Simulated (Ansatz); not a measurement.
Start from `CC(C)Cl` and change one element to get `CC(C)F`.

Ansatz, PBE0-D4/def2-TZVP geometries, multiplicity 1. 

```json
{"property": "HOMO–LUMO gap (PBE0/def2-TZVPP) / eV", "`CC(C)Cl`": "9.17"}
{"property": "HOMO energy (PBE/def2-TZVPP) / eV", "`CC(C)Cl`": "-6.85"}
{"property": "HOMO energy (PBE0/def2-TZVPP) / eV", "`CC(C)Cl`": "-8.26"}
{"property": "size of the dipole moment (PBE/def2-TZVPP) / D", "`CC(C)Cl`": "2.06"}
{"property": "zero-point energy (PBE0-D4/def2-TZVP) / kJ/mol", "`CC(C)Cl`": "248.7"}
{"property": "HOMO–LUMO gap (ωB97M-V/def2-TZVPP) / eV", "`CC(C)Cl`": "13.13"}
```

Task: What does the change do to each property? (Estimate.)

Result: The calculation gave: 
```json
{"property": "HOMO–LUMO gap (PBE0/def2-TZVPP) / eV", "`CC(C)F`": "10.44", "shift": "1.27"}
{"property": "HOMO energy (PBE/def2-TZVPP) / eV", "`CC(C)F`": "-7.51", "shift": "-0.66"}
{"property": "HOMO energy (PBE0/def2-TZVPP) / eV", "`CC(C)F`": "-9.17", "shift": "-0.91"}
{"property": "size of the dipole moment (PBE/def2-TZVPP) / D", "`CC(C)F`": "1.78", "shift": "-0.28"}
{"property": "zero-point energy (PBE0-D4/def2-TZVP) / kJ/mol", "`CC(C)F`": "251.8", "shift": "3.1"}
{"property": "HOMO–LUMO gap (ωB97M-V/def2-TZVPP) / eV", "`CC(C)F`": "14.25", "shift": "1.12"}
```

With PBE0 the HOMO falls by 0.91 eV and the LUMO rises by 0.35 eV, so the gap widens by about 1.26 eV. PBE moves the HOMO by -0.66 eV and ωB97M-V by -0.99 eV. Dipoles are sizes alone; their direction can turn.
